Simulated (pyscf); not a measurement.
SnH₄ (SMILES [SnH4]) + H₂O (SMILES O) → HO–SnH₃ (SMILES [OH][SnH3]) + H₂ (SMILES [H][H]) (four-centre exchange; singlet surface; H–Sn, H–O broken, O–Sn, H–H formed). Single points on ωB97X-D3(BJ)/def2-SVP structures (PySCF, gas phase). Rate constants from transition-state theory, ωB97M-D3(BJ)/def2-TZVP energies (ideal gas, 1 atm, RRHO with modes under 100 cm⁻¹ raised to 100, one conformer, R ln 2 for chiral ones without a mode under 150 cm⁻¹; no tunnelling), k in cm³ molecule⁻¹ s⁻¹.

```json
[
 {"T (K)": "298", "1000/T": "3.354", "log10 k": "-37.71"},
 {"T (K)": "600", "1000/T": "1.667", "log10 k": "-24.54"},
 {"T (K)": "900", "1000/T": "1.111", "log10 k": "-20.00"},
 {"T (K)": "1200", "1000/T": "0.833", "log10 k": "?"}
]
```

**Question.** Fit an Arrhenius line to the three values, give the activation energy, and predict k at 1200 K.

**Answer.** Least squares gives log10 k = -11.32 − 7.87 × 1000/T, so Ea = 7.87 × ln 10 × 1.987 = 36.0 kcal/mol, against an electronic barrier of 36.2. At 1200 K the line gives -17.88; the computed value is -17.60 (ΔG‡ = 67.1 kcal/mol), a factor 1.9 over the line, since the plot is curved. At the saddle there is also a short H–Sn contact that neither side keeps. This is the saddle that the search found; another between the same sides may lie lower. Elements past Kr carry the def2 core potentials, without spin-orbit coupling.
